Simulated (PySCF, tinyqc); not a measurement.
Inside a calculation. Method: RHF in the sto-3g basis, for CH2, spin multiplicity 1. This run ends on a higher stationary point, not on the lowest solution. The lowest restricted solution is unstable here: a spin-polarised one lies 0.0181 hartree lower (PySCF). Computed by tinyqc, a small Python program that keeps every step (integrals from PySCF). Settings: charge = 0, multiplicity = 1, basis = sto-3g, energy threshold = 1e-10, iteration cap = 87, orthogonalisation = symmetric, start = core, DIIS depth = 0, method = RHF. Command: `OMP_NUM_THREADS=1 python tinyqc.py 22569 22570 out.jsonl` (the two numbers bound the seeds that draw the settings). One thread of a shared host (Intel(R) Xeon(R) Processor @ 2.60GHz), about 0.06 s of CPU time with the checks.

Geometry (angstrom):
```
atom         x          y         z
C     0.000000   0.000000  0.000000
H     0.000000   1.101000  0.846000
H     0.000000  -1.101000  0.846000
```

Stop when the energy changes by less than 1e-10 hartree and every element of the error matrix X^T (F D S - S D F) X is below 3e-06.

Course of the cycle:
```
iteration   E (hartree)     change  largest element of the error matrix
1          -36.66051911          -                             4.33e-01
2          -38.03678469  -1.38e+00                             1.14e-01
3          -38.08185350  -4.51e-02                             2.83e-02
4          -38.08369601  -1.84e-03                             9.99e-03
5          -38.08391881  -2.23e-04                             3.19e-03
6          -38.08395437  -3.56e-05                             1.18e-03
7          -38.08396056  -6.19e-06                             5.25e-04
8          -38.08396167  -1.11e-06                             2.25e-04
9          -38.08396187  -2.00e-07                             9.65e-05
10         -38.08396190  -3.62e-08                             4.12e-05
11         -38.08396191  -6.57e-09                             1.76e-05
12         -38.08396191  -1.19e-09                             7.50e-06
13         -38.08396191  -2.16e-10                             3.20e-06
14         -38.08396191  -3.92e-11                             1.36e-06
```

Can the last value be used, and what does the course show?

No, though the log alone does not show it. Converged in 14 iterations. But the solution lies 0.21509 hartree above the reference: it is another stationary point, not the lowest restricted one. Reruns (cap 100 unless said): DIIS 8: converged in 9 to a higher stationary point; damping 0.5: converged in 36 to a higher stationary point; level shift 0.5: converged in 26 to a higher stationary point; atomic densities as start, DIIS 8: converged in 8. PySCF RHF in the same basis = -38.29905629 hartree.
